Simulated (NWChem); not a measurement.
# NH, triplet; SMILES [NH]

Results from NWChem. Spin-unrestricted. All runs use the structure optimised with PBE0/def2-SVP, spin-unrestricted. No stability test was run on the SCF state. Level: B3LYP/def2-SVP with COSMO at NWChem's default radii, gas-phase geometry; rows give the dielectric constant. Reactions with the solvent are ignored.

For dielectric constant 2.0:

```
Property                                   Value
-----------------------------------------  -----
electrostatic solvation energy (kcal/mol)   -1.4
dipole in solution (D)                      1.70
```

Task: How do the values read with dielectric constant 20.7 instead?

Result: electrostatic solvation energy (kcal/mol): -2.8
dipole in solution (D): 1.85
